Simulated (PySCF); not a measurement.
**Boron: a sound run and one with changed settings**

Sound run: B [He] 2s2 2p1, B⁺ [He] 2s2. Computed with PySCF 2.14 in aug-cc-pVDZ-DK, with the spin-free X2C one-electron Hamiltonian (Gaussian nucleus). In the sound run the correlated levels freeze 1s2. The sound run starts from symmetry-adapted Hartree-Fock orbitals and uses a fine grid where one is needed.

A second run was set up differently.

| species | method | sound run (hartree) | changed run (hartree) | converged |
| --- | --- | --- | --- | --- |
| B | UHF | -24.53730 | -24.53730 | yes |
| B | PBE0 | -24.62340 | -24.62340 | no |
| B | LDA | -24.35678 | -24.35678 | no |
| B | MP2 | -24.57437 | -24.54808 | yes |
| B | CCSD(T) | -24.59783 | -24.59783 | yes |
| B⁺ | UHF | -24.24184 | -24.24184 | yes |
| B⁺ | PBE0 | -24.30515 | -24.30515 | yes |
| B⁺ | LDA | -24.03895 | -24.03895 | yes |
| B⁺ | MP2 | -24.27450 | -24.25067 | yes |
| B⁺ | CCSD(T) | -24.30050 | -24.30050 | yes |

Ionisation energy of B:

| method | sound run (eV) | changed run (eV) |
| --- | --- | --- |
| UHF | 8.040 | 8.040 |
| MP2 | 8.160 | 8.093 |
| SCS-MP2 | 8.124 | 8.085 |
| CCSD | 8.066 | 8.066 |
| CCSD(T) | 8.091 | 8.091 |

Question: What was changed?
A. too few SCF iterations
B. level shift left on
C. minimal basis
D. all electrons correlated in a valence basis

Answer: B. It used initial guess 1e, at most 50 SCF cycles, level shift 2.0 hartree. A level shift leaves the converged SCF energy unchanged but raises the virtual orbital energies, which shrinks MP2 if it is not removed.
